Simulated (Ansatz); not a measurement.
A made-up structure of CH$_{3}$SSi, doublet:

| atom | x (Å) | y (Å) | z (Å) |
| --- | --- | --- | --- |
| Si1 | -0.3956 | 0.3882 | -0.2419 |
| C2 | 0.8354 | -0.9016 | 0.1945 |
| S3 | 1.7176 | -1.6377 | 1.2332 |
| H4 | -1.5509 | -0.3231 | -0.8428 |
| H5 | 0.2531 | 1.2610 | -1.2513 |
| H6 | 2.6240 | -1.6171 | 2.2469 |

It is relaxed with PBE-D4/def2-SVP and then PBE0-D4/def2-TZVP (Ansatz 0.2.0). Atoms count as bonded within 1.22 times the sum of their covalent radii (H–H: 0.88 Å). The end point is not checked to be a true minimum.

Problem. Does its bonding change? (Judge from chemistry; the calculation decides.)

Solution. By the calculation: No: no bond forms or breaks.

Where it ends: The first stage lowers the energy by 1.85 eV in 20 steps. It ends as CH₃SSi ([SiH2][C][SH]):
Si1  (-0.142, 0.129, -0.508)
C2  (1.040, -0.692, 0.347)
S3  (1.748, -1.985, 1.090)
H4  (-1.578, -0.241, -0.532)
H5  (0.185, 1.353, -1.266)
H6  (2.232, -1.394, 2.208)
(Å)

Labels in which every atom is bracketed show which atoms are joined, not bond orders.

For scale, one of the runs: PBE0-D4/def2-TZVP relaxation, 123 basis functions, launched by `ansatz run in.yaml --threads 2 --pin off --events-out ev --progress --plain --max-ram 4352MiB`. The run took about 41 s on 2 CPU threads of an Arm Neoverse V1 (shared host).
